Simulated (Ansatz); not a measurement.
Run this with the Ansatz DFT code, driven from Python and show what comes out.

`bend_c2h4no.py`:
```python
"""Bending curve of C2H4NO."""

import warnings

import ansatz
from ase import Atoms

warnings.simplefilter("ignore", ansatz.DeckWarning)

atoms = Atoms(["C", "N", "C", "O", "H", "H", "H", "H"], positions=[
    (1.2753, -0.0902, 0.4284),
    (0.035, -0.0264, 0.7618),
    (-1.0239, 0.0188, -0.2191),
    (-0.954, 1.2108, -0.9423),
    (2.0375, -0.122, 1.199),
    (1.5765, -0.1139, -0.6156),
    (-0.9439, -0.8456, -0.9131),
    (-2.0025, -0.0314, 0.301),
])

# relax first, so that the scan starts from a minimum
first = ansatz.Crystal.molecule_from_ase(atoms).calculation()
first = first.basis(gaussian="6-31G*")
first = first.functional("hf")
first = first.spin("collinear", total=1).relax(force_tolerance=0.02, max_steps=80)
atoms.positions = first.run(threads=1).report["positions_ang"]

rows = []
for angle in [90, 100, 110, 120, 135, 150, 165, 179]:
    bent = atoms.copy()
    bent.set_angle(0, 1, 2, angle, indices=[2, 3, 6, 7])
    setup = (
        ansatz.Crystal.molecule_from_ase(bent).calculation()
        .basis(gaussian="6-31G*")
        .functional("hf")
        .spin("collinear", total=1)
    )
    rows.append((angle, setup.run(threads=1).report["free_energy_ev"]))
floor = min(e for _, e in rows)
for angle, e in rows:
    print(f"angle C0-N1-C2 = {angle:3d} deg   {1000 * (e - floor):9.1f} meV")
```

```console
$ python bend_c2h4no.py
angle C0-N1-C2 =  90 deg      2801.5 meV
angle C0-N1-C2 = 100 deg      1058.3 meV
angle C0-N1-C2 = 110 deg       193.3 meV
angle C0-N1-C2 = 120 deg         0.0 meV
angle C0-N1-C2 = 135 deg       234.9 meV
angle C0-N1-C2 = 150 deg       697.2 meV
angle C0-N1-C2 = 165 deg      1131.2 meV
angle C0-N1-C2 = 179 deg      1346.5 meV
```

The scan is rigid, and the energies are electronic, in a modest basis. The zero is the lowest point of the grid, which needn't be the minimum. The run takes the species as open-shell (spin multiplicity 2), which needn't be its ground state. The expectation value of S² is noticeably off S(S+1) in at least one run, so that state is spin-contaminated. Wall time of the script: 55 s on 1 thread of Arm Neoverse V1, on a shared host, peak memory 0.22 GiB.
